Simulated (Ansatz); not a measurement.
```yaml
crystal:
  periodic: [false, false, false]
  atoms:
    - {symbol: Pd, position_ang: [0.000000, 0.000000, 0.000000]}
    - {symbol: B, position_ang: [0.000000, 0.000000, 2.230000]}
basis:
  gaussian: {orbitals: def2-TZVP}
total_charge: 1
magnetization: {spin_polarized: true, initial_magnetization: 2}
hamiltonian: {xc: pbe0}
relax: {f_tol: 0.004, max_steps: 80}
```

```sh
$ ansatz run in.yaml --threads 1 --pin off --events-out ev --progress --plain --max-ram 2176MiB
```

Steps of the relaxation (energy above the last step; positions in Å, forces in eV/Å):

```
2
step 1, 281.3 meV
Pd    0.000    0.000    0.000    0.000    0.000    1.171
B     0.000    0.000    2.230    0.000    0.000   -1.171
```

```
2
step 2, 99.7 meV
Pd    0.000    0.000    0.076    0.000    0.000    1.094
B     0.000    0.000    2.154    0.000    0.000   -1.094
```

```
2
step 3, 31.8 meV
Pd    0.000    0.000    0.112    0.000    0.000    0.712
B     0.000    0.000    2.118    0.000    0.000   -0.712
```

```
2
step 6, 0.0 meV
Pd    0.000    0.000    0.154    0.000    0.000   -0.005
B     0.000    0.000    2.076    0.000    0.000    0.005
```

```
2
step 7, 0.0 meV
Pd    0.000    0.000    0.154    0.000    0.000    0.000
B     0.000    0.000    2.076    0.000    0.000    0.000
```

Close pairs at the end: Pd1–B2 1.922 Å.

A stationary point of unrestricted PBE0 after 7 steps, with ⟨S²⟩ = 2.005 against 2.00 for a pure state. 51 s on 1 thread of Intel Xeon Platinum 8259CL, shared host.
